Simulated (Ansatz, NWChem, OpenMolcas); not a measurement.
## Strength of the N–N bond: N2H3 → NH2 + NH

Gas-phase species: N2H3 (hydrazinyl radical) `[NH]N`, doublet; NH2 `[NH2]`, doublet; NH (imidogen), triplet. 

Shapes, held fixed at every level: PBE0-D4/def2-TZVP; NH at the measured bond length. Flexible molecules stand in one conformer, not always the lowest. Programs: Ansatz 0.2.0, NWChem 7.3.0, OpenMolcas 26.06. A level may come from different programs for different species; with the same settings they agree closely. Electronic energies: no zero-point or thermal term.

| level | kind | ΔE (kJ/mol) |
| --- | --- | --- |
| HF/STO-3G | Hartree–Fock | +118.8 |
| HF/3-21G | Hartree–Fock | +109.4 |
| HF/def2-SVP | Hartree–Fock | +154.3 |
| B3LYP/6-31G* (spherical functions) | global hybrid | +346.0 |
| PBE0/def2-SVP | global hybrid | +371.5 |

PBE0/def2-SVP gives ΔE = +371.5 kJ/mol; the levels span +109.4 to +371.5. The median of the levels is +154.3. Hartree–Fock misses the correlation of the pair that is broken and comes out low. No measured value is set beside it here. Open shells run unrestricted. PBE0/def2-SVP lies outside the range of the other correlated levels here, so it shouldn't be taken on trust. Rows in sets without polarisation functions are far from converged.
